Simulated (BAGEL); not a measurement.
# One shape, several levels: singlet CH4ClSi−

We compute a comparison of 5 runs (HF/6-311+G**, B3LYP/6-31G*, B3LYP/6-311+G**, PBE0/6-311+G**, RI-MP2/6-311+G**) of singlet CH4ClSi−. 

The calculation is run with BAGEL 1.2.2.

## (1) The molecule

CH4ClSi− has 7 atoms, charge -1, and is taken as a singlet. SMILES of the parent species: `[SiH2]CCl`. The shape is that of a GFN2-xTB optimisation. This is one conformer, not always the lowest. That shape belongs to the parent species and isn't relaxed for this state.

Bond lengths: Si1–C2 1.907 Å, C2–Cl3 1.791 Å, Si1–H4 1.453 Å, Si1–H5 1.458 Å, C2–H6 1.088 Å, C2–H7 1.090 Å. Angles: Si1–C2–Cl3 109.2°, Si1–C2–H6 113.5°, Si1–C2–H7 112.5°, Cl3–C2–H6 106.7°, Cl3–C2–H7 106.2°, C2–Si1–H4 111.2°, C2–Si1–H5 109.9°, H6–C2–H7 108.3°, H4–Si1–H5 116.2°.

## (2) A single-point energy at HF/6-311+G(d,p) (density fitting with qzvpp-jkfit) (run 1)

job.json

```json
{ "bagel": [

{
  "title": "molecule",
  "basis": "6-311+gss.json",
  "df_basis": "qzvpp-jkfit",
  "angstrom": true,
  "geometry": [
    { "atom": "Si", "xyz": [      -0.545550,       0.186730,      -1.006000 ] },
    { "atom": "C", "xyz": [       0.561640,      -0.080140,       0.523650 ] },
    { "atom": "Cl", "xyz": [       0.748560,      -1.837440,       0.815800 ] },
    { "atom": "H", "xyz": [      -1.797100,      -0.541410,      -0.881770 ] },
    { "atom": "H", "xyz": [      -0.656700,       1.611140,      -1.294190 ] },
    { "atom": "H", "xyz": [       1.563960,       0.327040,       0.409970 ] },
    { "atom": "H", "xyz": [       0.125200,       0.334090,       1.432550 ] }
  ]
},

{ "title": "hf", "charge": -1 },

{ "title": "print", "file": "orbitals.molden", "orbitals": true }

]}
```

The basis set 6-311+G** is read from a file made from the Basis Set Exchange's data (not shown).

Started as:

```console
BAGEL_NUM_THREADS=1 BAGEL job.json > job.out
```

The program printed:

```text
* using 1 threads per process

  ===============================================================
  ===============================================================

  *** Geometry ***

  { "atom" : "Si", "xyz" : [     -1.030940,      0.352869,     -1.901064 ] },
  { "atom" : "C", "xyz" : [      1.061346,     -0.151443,      0.989555 ] },
  { "atom" : "Cl", "xyz" : [      1.414573,     -3.472258,      1.541639 ] },
  { "atom" : "H", "xyz" : [     -3.396027,     -1.023117,     -1.666304 ] },
  { "atom" : "H", "xyz" : [     -1.240983,      3.044613,     -2.445665 ] },
  { "atom" : "H", "xyz" : [      2.955456,      0.618016,      0.774731 ] },
  { "atom" : "H", "xyz" : [      0.236594,      0.631339,      2.707127 ] },

  Number of auxiliary basis functions:      403

  Since a DF basis is specified, we compute 2- and 3-index integrals:
    o Being stored without compression. Storage requirement is 0.036 GB

  Number of basis functions:      106
  Number of electrons      :       41

    * METHOD: MOLECULE                             0.18

  *** RHF ***

  === Nuclear Repulsion ===
   132.9988306488

      * DIIS with orbital gradients will be used.

  === RHF iteration (6-311+gss.json) ===
      0       -788.42894646          0.01714160           0.07
      1       -788.55552278          0.00966633           0.06
      2       -788.59274404          0.00150329           0.06
      3       -788.59506286          0.00040983           0.07
      4       -788.59532508          0.00014445           0.06
      5       -788.59538541          0.00005436           0.06
      6       -788.59539714          0.00001605           0.06
      7       -788.59539824          0.00000543           0.06
      8       -788.59539838          0.00000192           0.06
      9       -788.59539839          0.00000080           0.06
     10       -788.59539840          0.00000033           0.06
     11       -788.59539840          0.00000012           0.06
     12       -788.59539840          0.00000005           0.06
     13       -788.59539840          0.00000002           0.06
     14       -788.59539840          0.00000001           0.06
    * SCF iteration converged.

    * Permanent dipole moment:
           (   -0.784299,     0.288650,    -2.345285) a.u.

    * METHOD: HF                                   1.12

    * METHOD: PRINT                                0.03

  ===============================================================
```

It took 1.5 s on 1 thread of Arm Neoverse V1, shared host; peak memory 0.12 GiB.

## (3) A single-point energy at B3LYP/6-31G(d) (density fitting with qzvpp-jkfit, spherical functions) (run 2)

calc.json

```json
{ "bagel" : [

{
  "title" : "molecule",
  "basis" : "6-31gs.json",
  "df_basis" : "qzvpp-jkfit",
  "angstrom" : "true",
  "geometry" : [
    { "atom" : "Si", "xyz" : [   -0.545550,    0.186730,   -1.006000 ] },
    { "atom" : "C", "xyz" : [    0.561640,   -0.080140,    0.523650 ] },
    { "atom" : "Cl", "xyz" : [    0.748560,   -1.837440,    0.815800 ] },
    { "atom" : "H", "xyz" : [   -1.797100,   -0.541410,   -0.881770 ] },
    { "atom" : "H", "xyz" : [   -0.656700,    1.611140,   -1.294190 ] },
    { "atom" : "H", "xyz" : [    1.563960,    0.327040,    0.409970 ] },
    { "atom" : "H", "xyz" : [    0.125200,    0.334090,    1.432550 ] }
  ]
},
{
  "title" : "ks",
  "xc_func" : "b3lyp",
  "charge" : -1
},
{
  "title" : "print",
  "file" : "orbitals.molden",
  "orbitals" : "true"
}

]}
```

The basis set 6-31G* is read from a file made from the Basis Set Exchange's data (not shown).

Started as:

```console
BAGEL_NUM_THREADS=1 BAGEL calc.json > calc.out
```

The program printed:

```text
* using 1 threads per process

  ===============================================================
  ===============================================================

  *** Geometry ***

  { "atom" : "Si", "xyz" : [     -1.030940,      0.352869,     -1.901064 ] },
  { "atom" : "C", "xyz" : [      1.061346,     -0.151443,      0.989555 ] },
  { "atom" : "Cl", "xyz" : [      1.414573,     -3.472258,      1.541639 ] },
  { "atom" : "H", "xyz" : [     -3.396027,     -1.023117,     -1.666304 ] },
  { "atom" : "H", "xyz" : [     -1.240983,      3.044613,     -2.445665 ] },
  { "atom" : "H", "xyz" : [      2.955456,      0.618016,      0.774731 ] },
  { "atom" : "H", "xyz" : [      0.236594,      0.631339,      2.707127 ] },

  Number of auxiliary basis functions:      403

  Since a DF basis is specified, we compute 2- and 3-index integrals:
    o Being stored without compression. Storage requirement is 0.011 GB

  Number of basis functions:       58
  Number of electrons      :       41

    * METHOD: MOLECULE                             0.15

  *** Kohn-Sham DFT ***

    * Removing 11878 points whose weight is below 1.00e-10
    * Grid points: 92464

  === Nuclear Repulsion ===
   132.9988306488

       - DIIS with orbital gradients will be used.

  === KS iteration (b3lyp / 6-31gs.json) ===
      0       -749.58031926          0.18255920           0.23
      1       -761.35134867          0.16427373           0.21
      2       -673.45411026          0.21714933           0.21
      3       -780.79468431          0.11879907           0.21
      4       -789.15255678          0.05248843           0.21
      5       -789.36283811          0.03860582           0.21
      6       -790.10767795          0.01213236           0.21
      7       -790.14680565          0.00445873           0.21
      8       -790.15382502          0.00147392           0.21
      9       -790.15453893          0.00024296           0.21
     10       -790.15456026          0.00006085           0.21
     11       -790.15456208          0.00001496           0.21
     12       -790.15456222          0.00000388           0.21
     13       -790.15456224          0.00000120           0.21
     14       -790.15456224          0.00000052           0.21
     15       -790.15456224          0.00000025           0.21
     16       -790.15456224          0.00000008           0.21
     17       -790.15456224          0.00000002           0.21
     18       -790.15456224          0.00000001           0.21
    * SCF iteration converged.

    * Permanent dipole moment:
           (   -0.810299,     0.372479,    -2.007205) a.u.

    * METHOD: KS                                   4.40

    * METHOD: PRINT                                0.01

  ===============================================================
```

Run time: 4.8 s. Hardware: 1 thread of Arm Neoverse V1, shared host; peak memory 0.29 GiB.

## (4) The energy at B3LYP/6-311+G(d,p) (density fitting with qzvpp-jkfit) (run 3)

job.json

```json
{ "bagel" : [

{
  "title" : "molecule",
  "basis" : "6-311+gss.json",
  "df_basis" : "qzvpp-jkfit",
  "angstrom" : true,
  "geometry" : [
    { "atom" : "Si", "xyz" : [   -0.545550,    0.186730,   -1.006000 ] },
    { "atom" : "C", "xyz" : [    0.561640,   -0.080140,    0.523650 ] },
    { "atom" : "Cl", "xyz" : [    0.748560,   -1.837440,    0.815800 ] },
    { "atom" : "H", "xyz" : [   -1.797100,   -0.541410,   -0.881770 ] },
    { "atom" : "H", "xyz" : [   -0.656700,    1.611140,   -1.294190 ] },
    { "atom" : "H", "xyz" : [    1.563960,    0.327040,    0.409970 ] },
    { "atom" : "H", "xyz" : [    0.125200,    0.334090,    1.432550 ] }
  ]
},
{
  "title" : "ks",
  "xc_func" : "b3lyp",
  "charge" : -1
},
{
  "title" : "print",
  "file" : "orbitals.molden",
  "orbitals" : true
}

]}
```

The basis set 6-311+G** is read from a file made from the Basis Set Exchange's data (not shown).

Started as:

```console
BAGEL_NUM_THREADS=1 BAGEL job.json > job.out
```

The program printed:

```text
* using 1 threads per process

  ===============================================================
  ===============================================================

  *** Geometry ***

  { "atom" : "Si", "xyz" : [     -1.030940,      0.352869,     -1.901064 ] },
  { "atom" : "C", "xyz" : [      1.061346,     -0.151443,      0.989555 ] },
  { "atom" : "Cl", "xyz" : [      1.414573,     -3.472258,      1.541639 ] },
  { "atom" : "H", "xyz" : [     -3.396027,     -1.023117,     -1.666304 ] },
  { "atom" : "H", "xyz" : [     -1.240983,      3.044613,     -2.445665 ] },
  { "atom" : "H", "xyz" : [      2.955456,      0.618016,      0.774731 ] },
  { "atom" : "H", "xyz" : [      0.236594,      0.631339,      2.707127 ] },

  Number of auxiliary basis functions:      403

  Since a DF basis is specified, we compute 2- and 3-index integrals:
    o Being stored without compression. Storage requirement is 0.036 GB

  Number of basis functions:      106
  Number of electrons      :       41

    * METHOD: MOLECULE                             0.18

  *** Kohn-Sham DFT ***

    * Removing 11878 points whose weight is below 1.00e-10
    * Grid points: 92464

  === Nuclear Repulsion ===
   132.9988306488

       - DIIS with orbital gradients will be used.

  === KS iteration (b3lyp / 6-311+gss.json) ===
      0       -695.39317653          0.29164879           0.40
      1       -676.34397125          0.24708004           0.39
      2       -706.43213281          0.23988769           0.39
      3       -742.27104413          0.17485269           0.39
      4       -772.24529608          0.11923501           0.39
      5       -782.80423822          0.07640553           0.40
      6       -789.91748204          0.02127777           0.40
      7       -790.19119840          0.00917835           0.39
      8       -790.24109045          0.00266361           0.38
      9       -790.24408441          0.00168685           0.40
     10       -790.24564610          0.00070570           0.39
     11       -790.24584418          0.00027549           0.39
     12       -790.24588094          0.00003968           0.38
     13       -790.24588196          0.00000701           0.39
     14       -790.24588202          0.00000295           0.39
     15       -790.24588203          0.00000111           0.39
     16       -790.24588203          0.00000044           0.39
     17       -790.24588203          0.00000016           0.40
     18       -790.24588203          0.00000011           0.41
     19       -790.24588203          0.00000002           0.39
     20       -790.24588203          0.00000001           0.39
    * SCF iteration converged.

    * Permanent dipole moment:
           (   -0.885046,     0.421542,    -2.088943) a.u.

    * METHOD: KS                                   8.76

    * METHOD: PRINT                                0.03

  ===============================================================
```

It took 9.3 s on 1 thread of Arm Neoverse V1, shared host; peak memory 0.45 GiB.

Run 4 isn't shown in full; the table further down has it.

## (5) A single-point energy at RI-MP2/6-311+G(d,p) (density fitting with qzvpp-jkfit) (run 5)

Changes to calc.json since step 3:

```diff
@@ -4,3 +4,3 @@
   "title" : "molecule",
-  "basis" : "6-31gs.json",
+  "basis" : "6-311+gss.json",
   "df_basis" : "qzvpp-jkfit",
@@ -18,4 +18,3 @@
 {
-  "title" : "ks",
-  "xc_func" : "b3lyp",
+  "title" : "hf",
   "charge" : -1
@@ -23,5 +22,5 @@
 {
-  "title" : "print",
-  "file" : "orbitals.molden",
-  "orbitals" : "true"
+  "title" : "mp2",
+  "charge" : -1,
+  "ncore" : 11
 }
```

The basis set 6-311+G** is read from a file made from the Basis Set Exchange's data (not shown).

Started as:

```console
BAGEL_NUM_THREADS=1 BAGEL calc.json > calc.out
```

The program printed:

```text
* using 1 threads per process

  ===============================================================
  ===============================================================

  *** Geometry ***

  { "atom" : "Si", "xyz" : [     -1.030940,      0.352869,     -1.901064 ] },
  { "atom" : "C", "xyz" : [      1.061346,     -0.151443,      0.989555 ] },
  { "atom" : "Cl", "xyz" : [      1.414573,     -3.472258,      1.541639 ] },
  { "atom" : "H", "xyz" : [     -3.396027,     -1.023117,     -1.666304 ] },
  { "atom" : "H", "xyz" : [     -1.240983,      3.044613,     -2.445665 ] },
  { "atom" : "H", "xyz" : [      2.955456,      0.618016,      0.774731 ] },
  { "atom" : "H", "xyz" : [      0.236594,      0.631339,      2.707127 ] },

  Number of auxiliary basis functions:      403

  Since a DF basis is specified, we compute 2- and 3-index integrals:
    o Being stored without compression. Storage requirement is 0.036 GB

  Number of basis functions:      106
  Number of electrons      :       41

    * METHOD: MOLECULE                             0.18

  *** RHF ***

  === Nuclear Repulsion ===
   132.9988306488

      * DIIS with orbital gradients will be used.

  === RHF iteration (6-311+gss.json) ===
      0       -788.42894646          0.01714160           0.07
      1       -788.55552278          0.00966633           0.07
      2       -788.59274404          0.00150329           0.07
      3       -788.59506286          0.00040983           0.06
      4       -788.59532508          0.00014445           0.06
      5       -788.59538541          0.00005436           0.07
      6       -788.59539714          0.00001605           0.07
      7       -788.59539824          0.00000543           0.07
      8       -788.59539838          0.00000192           0.06
      9       -788.59539839          0.00000080           0.06
     10       -788.59539840          0.00000033           0.06
     11       -788.59539840          0.00000012           0.07
     12       -788.59539840          0.00000005           0.06
     13       -788.59539840          0.00000002           0.06
     14       -788.59539840          0.00000001           0.06
    * SCF iteration converged.

    * Permanent dipole moment:
           (   -0.784299,     0.288650,    -2.345285) a.u.

    * METHOD: HF                                   1.15

  *** RHF ***

  === Nuclear Repulsion ===
   132.9988306488

      * DIIS with orbital gradients will be used.

  === RHF iteration (6-311+gss.json) ===
      0       -788.59539840          0.00000000           0.06
    * SCF iteration converged.

    * Permanent dipole moment:
           (   -0.784298,     0.288650,    -2.345286) a.u.

  === DF-MP2 calculation ===

    * freezing 11 orbitals
    * 3-index integral transformation done
    * assembly done

      MP2 correlation energy:   -0.4021823940      0.03

      MP2 total energy:       -788.9975807917

    * METHOD: MP2                                  0.17

  ===============================================================
```

It took 1.6 s on 1 thread of Arm Neoverse V1, shared host; peak memory 0.12 GiB.

## (6) The series

```tsv
run	level	frozen core orbitals	energy (Eh)	HOMO energy (eV)	LUMO energy (eV)	HOMO–LUMO gap (eV)	wall time
1	HF/6-311+G** (density fitting with qzvpp-jkfit)	–	-788.595398	-0.77	4.98	5.75	1.5 s
2	B3LYP/6-31G* (density fitting with qzvpp-jkfit, spherical functions)	–	-790.154562	1.89	5.34	3.45	4.8 s
3	B3LYP/6-311+G** (density fitting with qzvpp-jkfit)	–	-790.245882	1.03	3.37	2.34	9.3 s
4	PBE0/6-311+G** (density fitting with qzvpp-jkfit)	–	-789.877156	0.90	3.57	2.68	8.7 s
5	RI-MP2/6-311+G** (density fitting with qzvpp-jkfit)	11	-788.997581	–	–	–	1.6 s
```

## (7) Results

| quantity | value |
| --- | --- |
| run 5: total energy | -788.99758 Eh |
| run 5: correlation energy (11 core orbitals frozen) | -402.2 mEh |

What this shows: Over runs 1, 2, 3, 4 the HOMO–LUMO gap runs from 2.34 eV (B3LYP/6-311+G**) to 5.75 eV (HF/6-311+G**). Exact exchange widens orbital gaps. The empty levels of an anion lie above zero and hang on the basis. Totals of different functionals can't be ranked against each other. In runs 2, 3, 4 the HOMO lies above zero, so the outermost electron may be held by the basis alone. All runs together took 26 s, the longest 9.3 s.
